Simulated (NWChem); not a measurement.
# C2H3F3 (1,1,1-trifluoroethane): levels of theory compared

Wanted: a comparison of 4 runs (SVWN5/cc-pVDZ, MP2/cc-pVDZ, CCSD/cc-pVDZ, CCSD(T)/cc-pVDZ) of C2H3F3 (1,1,1-trifluoroethane). 

Program for the calculation: NWChem 7.3.0.

## 1. The structure to begin with

C2H3F3: 8 atoms, total charge 0, spin state singlet. SMILES: `CC(F)(F)F`. The shape is that of a PBE0-D4/def2-TZVP optimisation.

Bond lengths: C1–C2 1.497 Å, C2–F3 1.341 Å, C2–F4 1.341 Å, C2–F5 1.341 Å, C1–H6 1.089 Å, C1–H7 1.089 Å, C1–H8 1.089 Å. Some angles: C1–C2–F3 111.8°, C1–C2–F4 111.8°, C1–C2–F5 111.8°, F3–C2–F4 107.1°, F3–C2–F5 107.1°, F4–C2–F5 107.1°, C2–C1–H6 109.3°, C2–C1–H7 109.3°, C2–C1–H8 109.3°, H6–C1–H7 109.7°.

## 2. Energy and gradient at SVWN5/cc-pVDZ (run 1)

Contents of run.nw:

```
start run
title "C2H3F3"
memory 2200 mb
charge 0

geometry noautosym nocenter noautoz
   C     -0.615400    -0.141500     0.471500
   C      0.557600     0.109900    -0.423700
   F      1.692800    -0.382000     0.093900
   F      0.395200    -0.458200    -1.627700
   F      0.754200     1.420300    -0.629900
   H     -0.441600     0.335800     1.434900
   H     -0.738000    -1.214600     0.611200
   H     -1.512600     0.273100     0.014000
end

basis "ao basis" spherical bse
   * library cc-pVDZ
end

dft
   xc slater vwn_5
   grid xfine
   convergence energy 1e-08
   iterations 100
   mulliken
   print low
end

task dft gradient
```

Command:

```console
$ nwchem run.nw > run.out
```

Standard output:

```text
[...]
 d= 0,ls=0.0,diis     1   -374.7746947246 -5.77D+02  2.15D-02  2.15D+00     3.4
[...]
 d= 0,ls=0.0,diis    10   -374.9616380732 -2.03D-09  2.50D-07  1.64D-09    24.3
         Total DFT energy =     -374.961638073234
      One electron energy =     -923.702795395398
           Coulomb energy =      387.358561156674
    Exchange-Corr. energy =      -40.733811462185
 Nuclear repulsion energy =      202.116407627676
[...]
      Total Density - Mulliken Population Analysis
     ---------------------------------------------
    Atom       Charge   Shell Charges
 -----------   ------   -------------------------------------------------------
    1 C    6     6.17   2.02  0.65  0.38  2.20  0.89  0.03
    2 C    6     5.77   2.01  0.71  0.22  1.93  0.58  0.31
    3 F    9     9.11   2.01  0.88  0.98  3.33  1.90  0.01
    4 F    9     9.11   2.01  0.88  0.98  3.33  1.90  0.01
    5 F    9     9.11   2.01  0.88  0.98  3.33  1.90  0.01
    6 H    1     0.91   0.71  0.17  0.03
    7 H    1     0.91   0.71  0.17  0.03
    8 H    1     0.91   0.71  0.17  0.03
[...]
                         DFT ENERGY GRADIENTS
    atom               coordinates                        gradient
                 x          y          z           x          y          z
   1 C      -1.162937  -0.267396   0.891006   -0.012931  -0.002800   0.009872
   2 C       1.053711   0.207681  -0.800677    0.003704   0.000861  -0.002785
   3 F       3.198928  -0.721875   0.177445   -0.001802   0.001099  -0.001422
   4 F       0.746820  -0.865872  -3.075907    0.000815   0.001239   0.002026
   5 F       1.425231   2.683978  -1.190338    0.000088  -0.002594   0.000046
   6 H      -0.834503   0.634570   2.711568   -0.001787  -0.005365  -0.011057
   7 H      -1.394618  -2.295261   1.155001    0.001569   0.012218  -0.001727
   8 H      -2.858400   0.516084   0.026456    0.010344  -0.004658   0.005047
 Task  times  cpu:       30.8s     wall:       30.8s
 Total times  cpu:       30.8s     wall:       30.8s
```

Wall time 32 s (1 thread of Intel Xeon Platinum 8259CL at 2.50GHz (Skylake/Cascade Lake), shared host); peak memory 0.14 GiB.

## 3. Energy and gradient at MP2/cc-pVDZ (run 2)

Contents of m1.nw:

```
start m1
memory total 2200 mb
geometry units angstrom noautosym nocenter noautoz
 C       -0.615400      -0.141500       0.471500
 C        0.557600       0.109900      -0.423700
 F        1.692800      -0.382000       0.093900
 F        0.395200      -0.458200      -1.627700
 F        0.754200       1.420300      -0.629900
 H       -0.441600       0.335800       1.434900
 H       -0.738000      -1.214600       0.611200
 H       -1.512600       0.273100       0.014000
end
basis spherical bse
 * library cc-pVDZ
end
scf
 thresh 1e-08
 maxiter 80
end
mp2
 freeze core 5
 tight
end
task mp2 gradient
```

Command:

```console
$ nwchem m1.nw > m1.out
```

Standard output:

```text
[...]
  functions       =    85
[...]
  wavefunction    = RHF
[...]
         Total SCF energy =   -375.840220890487
      One-electron energy =   -923.461394502492
      Two-electron energy =    345.504765984329
 Nuclear repulsion energy =    202.116407627676
        Time for solution =     25.3s
[...]
          Total MP2 energy          -376.670988675827
[...]
                         mp2 ENERGY GRADIENTS
    atom               coordinates                        gradient
                 x          y          z           x          y          z
   1 C      -1.162937  -0.267396   0.891006   -0.001786  -0.000414   0.001367
   2 C       1.053711   0.207681  -0.800677    0.001104   0.000310  -0.000797
   3 F       3.198928  -0.721875   0.177445   -0.006807   0.003752  -0.004617
   4 F       0.746820  -0.865872  -3.075907    0.002385   0.004277   0.007554
   5 F       1.425231   2.683978  -1.190338   -0.000161  -0.009080   0.000520
   6 H      -0.834503   0.634570   2.711568   -0.000987  -0.002855  -0.005846
   7 H      -1.394618  -2.295261   1.155001    0.000795   0.006491  -0.000892
   8 H      -2.858400   0.516084   0.026456    0.005455  -0.002481   0.002711
[...]
```

Wall time 63 s (1 thread of Intel Xeon Platinum 8259CL at 2.50GHz (Skylake/Cascade Lake), shared host); peak memory 0.29 GiB.

Run 3 isn't shown in full; the table further down has it.

## 4. The energy at CCSD(T)/cc-pVDZ (run 4)

Contents of mymol.nw:

```
start mymol
title "C2H3F3"
memory stack 880 mb heap 220 mb global 1100 mb

geometry units bohr noautosym nocenter noautoz
 C   -1.16293746  -0.26739625   0.89100587
 C    1.05371129   0.20768090  -0.80067696
 F    3.19892838  -0.72187538   0.17744528
 F    0.74681976  -0.86587251  -3.07590721
 F    1.42523144   2.68397801  -1.19033849
 H   -0.83450306   0.63457003   2.71156802
 H   -1.39461788  -2.29526135   1.15500061
 H   -2.85839974   0.51608420   0.02645617
end

basis spherical bse
 * library cc-pVDZ
end

scf
 thresh 1e-08
 maxiter 80
 print low
end

ccsd
 freeze core 5
 maxiter 60
end

task ccsd(t) energy
```

Command:

```console
$ nwchem mymol.nw > mymol.out
```

Standard output:

```text
[...]
  functions       =    85
[...]
  wavefunction    = RHF
[...]
         Total SCF energy =   -375.840220880195
      One-electron energy =   -923.461366212939
      Two-electron energy =    345.504752092104
 Nuclear repulsion energy =    202.116393240640
        Time for solution =     25.2s
[...]
 Total MP2 energy:           -376.670988684422070
[...]
             energy      energy      error      ampl     ampl      Block
                                                time     time      time
[...]
 Total CCSD energy:           -376.697974375964009
[...]
 Total CCSD+T(CCSD) energy:           -376.717631936195914
[...]
 Total CCSD(T) energy:                -376.716037369400453
[...]
```

Wall time 3.7 min (1 thread of Intel Xeon Platinum 8259CL at 2.50GHz (Skylake/Cascade Lake), shared host); peak memory 0.28 GiB.

## 5. All runs side by side

```tsv
run	level	integration grid	iteration cap	module	energy (Eh)	wall time
1	SVWN5/cc-pVDZ	xfine	100	dft	-374.961638	32 s
2	MP2/cc-pVDZ	–	80	mp2	-376.670989	63 s
3	CCSD/cc-pVDZ	–	80	ccsd	-376.697974	2.9 min
4	CCSD(T)/cc-pVDZ	–	80	ccsd(t)	-376.716037	3.7 min
```

## 6. Outcome

| quantity | value |
| --- | --- |
| run 4: total energy | -376.71604 Eh |
| run 4: correlation energy (5 core orbitals frozen) | -875.8 mEh |
| run 4: (T) correction | -18.06 mEh |

All runs together took 8.1 min, the longest 3.7 min.
